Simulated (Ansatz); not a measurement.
# BSiHO+ (doublet): wave-function methods side by side, def2-TZVPP

An exercise on one series of results from a longer session: the logs are not shown, and one member is left open.

Program: Ansatz 0.2.0, Gaussian basis. Level of theory: def2-TZVPP, core rule «outside noble gas», up to 7 orbitals frozen. These are calculated values, not measurements.

Plan: UHF; ROHF; CCSD(T) on UHF.

2 further runs of the same task are left out: 2 set aside as unsound or not needed.

## What is computed

The geometry is a PBE0/def2-TZVP stationary point (not a proven minimum) of the parent state, kept for this charge and spin.

4 atoms, charge 1, spin multiplicity 2.

Atoms are counted from 1 here; the program's logs count them from 0.

Bond lengths: B1–O2 1.301 Å, B1–H4 1.196 Å, O2–Si3 1.661 Å. Angles: O2–B1–H4 128.4°, B1–O2–Si3 176.8°.

The first run:

in.yaml

```yaml
crystal:
  periodic: [false, false, false]
  atoms:
    - {symbol: B, position_ang: [0.000012, -0.289616, 0.856663]}
    - {symbol: O, position_ang: [-0.000018, -0.171632, -0.439229]}
    - {symbol: Si, position_ang: [0.000003, -0.114843, -2.099559]}
    - {symbol: H, position_ang: [0.000004, 0.576091, 1.682126]}
basis:
  gaussian: {orbitals: def2-TZVPP}
total_charge: 1
magnetization: {spin_polarized: true, initial_magnetization: 1}
hamiltonian: {xc: hf}
output: {orbitals: {seedname: orbitals}}
```

Started as:

```console
$ ansatz run in.yaml --threads 1 --pin off --events-out ev --progress --plain --max-ram 4096MiB --backend cpu
```

Among the steps run: UHF; ROHF; CCSD(T) on UHF.

One of the session's tables, all rows but one given; the rest of the session is left out.

```
  method  from UCCSD(T) (meV)
    ROHF                    ?
     UHF             +11289.2
    UMP2              +1134.8
   UCCSD               +493.0
UCCSD(T)                    0
```

Estimate the missing values for ROHF.

The run gave: from UCCSD(T) (meV): +11362.0. In the column «from UCCSD(T) (meV)» it is the highest.
